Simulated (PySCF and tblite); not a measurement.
Results of a calculation; reference values are marked as such.
C₄H₆O, numbered as in [CH2:1]=[CH:2][O:3][CH:4]=[CH2:5]. The ensemble was built from 90 distance-geometry starts (ETKDG and KDG, MMFF94s, GFN2-xTB) and rests on PBE0-D3(BJ)/def2-SVP geometries. Energies: PBE0-D3(BJ)/def2-TZVP (IEF-PCM, methanol), with GFN2-xTB thermal terms (modes under about 100 cm⁻¹ blended into free rotors). Symmetry numbers and mirror images are counted. Conformers within 3 kcal/mol (GFN2-xTB free energy) were kept, 4 at most. GIAO shieldings: PBE0/pcSseg-1 (IEF-PCM, methanol). Shifts are against TMS (¹H), TMS (¹³C) at the same level. Codes: tblite and PySCF.

Torsions listed: C1–C2–O3–C4, C2–O3–C4–C5. Of a mirror pair one member is shown.

```tsv
conformer	shape	point group	mirror pair	ΔE(DFT)	Δ(G−E) at 350 K	δ C1/C5 (ppm)
1	-179°, 179°	C2v	no	0.00	0.00	95.2
2	18°, -152°	C1	yes	0.65	0.19	98.7
3	22°, 22°	C2	yes	3.81	0.32	100.4
```

Energies in kcal/mol; the thermal term leaves out symmetry numbers and mirror images.

**Question.** Work out the weights at 350 K and the ¹³C shift of C1/C5 under fast exchange.

**Answer.** RT = 0.696 kcal/mol. Each conformer gets RT ln(σ/g), with σ the rotational symmetry number and g = 2 for a mirror pair: 1: σ = 2, g = 1, G = 0.00 + 0.00 + 0.48 = 0.48, 0.12 above the lowest, exp(−ΔG/RT) = 0.836; 2: σ = 1, g = 2, G = 0.65 + 0.19 − 0.48 = 0.36, 0.00 above the lowest, exp(−ΔG/RT) = 1.000; 3: σ = 2, g = 2, G = 3.81 + 0.32 + 0.00 = 4.13, 3.77 above the lowest, exp(−ΔG/RT) = 0.004. The sum is 1.840, so the weights are 45.4, 54.4, 0.2 %. The averaged shift is 97.1 ppm. At 298.15 K it is 97.0 ppm. At 298.15 K the leading conformer alone gives 98.7 ppm and bare DFT energies give 96.1 ppm.
